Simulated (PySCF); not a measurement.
# A diatomic session: LiN−

One table from this session's results is given with a row withheld; the runs are named, their logs left out.

Computed with PySCF 2.14.0. Level: Li aug-pcseg-1, N aug-pcseg-1, no relativity.

4 further runs of the same task are left out: 4 set aside as unsound or not needed.

Set-up of the first run:

A driver script around PySCF takes these settings:

```yaml
atoms: Li, N
charge: -1
basis: Li aug-pcseg-1, N aug-pcseg-1
Hamiltonian: no relativity
basis_functions: 36
electrons_treated: 11
masses_in_u: 7.0160, 14.0031
levels: PBE0, PBE, r²SCAN, PW91, M06, r²SCAN0, MP2, SCS-MP2, CCSD, CCSD(T)
grid: 80 radial by 434 angular points
occupations: held fixed by the projection of orbital angular momentum
dissociation_limit: Li− + N, each in its ground configuration
starting_distance_in_angstrom: 2.040
values_of_2S_to_try: 1, 3
```

Started as:

```
> OMP_NUM_THREADS=1 python dia.py task.json out
```

Among the steps run: Set-up; PBE0 along the bond; PBE (GGA); r²SCAN; PW91 (GGA); M06 (hybrid meta-GGA); r²SCAN0 (hybrid meta-GGA); Correlated methods on the Hartree–Fock reference.

One table of the session follows, with a row left open; its other results are not shown here.

Energy (eV) from each level's lowest point:

```
R (Å)  UHF-MP2  UHF-SCS-MP2  UHF-CCSD  UHF-CCSD(T)    PBE
1.677    0.320        0.315       n/a          n/a  0.332
1.755    0.144        0.142     0.148        0.155  0.155
1.833    0.047        0.046     0.050        0.054  0.054
1.891    0.011        0.011     0.013        0.015  0.015
1.950    0.000        0.000     0.000        0.000  0.000
2.009    0.007        0.007     0.005        0.003  0.003
2.087        ?            ?         ?            ?      ?
2.184    0.106        0.104     0.092        0.083  0.087
2.301    0.211        0.207     0.185        0.172  0.178
2.457    0.386        0.378       n/a          n/a  0.316
```

Q: Estimate the row for R (Å) = 2.087 from the others.

Worked estimate for «UHF-MP2». A straight line through the neighbours (2.009, 0.007) and (2.184, 0.106) gives 0.007 + (0.106 − 0.007) × (2.087 − 2.009) / (2.184 − 2.009) = 0.051; a parabola fitted to 4 rows on both sides gives 0.042.

The run gave: UHF-MP2: 0.040; UHF-SCS-MP2: 0.039; UHF-CCSD: 0.033; UHF-CCSD(T): 0.028; PBE: 0.030. In «UHF-MP2» the line misses by +0.011 and the parabola by +0.002.
